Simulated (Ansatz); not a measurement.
We consider bcc Ba, described by PBE0 (plane waves, PAW; Ansatz, a program for electronic structure).

Run with plane-wave cutoff 460 eV, 10×10×10 k mesh, Fermi–Dirac smearing 0.05 eV, scalar-relativistic PAW data made under PBE.

Cell (relaxed at this level):

Space group Im-3m (No. 229); a = 5.137 Å, b = 5.137 Å, c = 5.137 Å, α = 90.00°, β = 90.00°, γ = 90.00°

```
atom  site  symmetry       x       y       z
----  ----  --------  ------  ------  ------
Ba      2a      m-3m  0.0000  0.0000  0.0000
```
(The calculation used a cell of 1 atom; values per cell refer to that cell.)

Q: Estimate the bulk modulus B0 that the calculation returns.

A: 
* **bulk modulus B0**: 8.45 GPa

Measured, for comparison: bulk modulus 9.34 GPa (corrected for temperature and zero-point phonon effects, our sources range from 9.34 to 10.6; as tabulated in Levämäki et al. (2014), arXiv:1402.3671). Computed (rounded) less measured: bulk modulus -10 % (-10 % to -20 % over the range).

Spin–orbit coupling is not included.

The computed numbers hold no vibrational or temperature effects.

Cost on a shared machine: roughly 80 core-minutes.
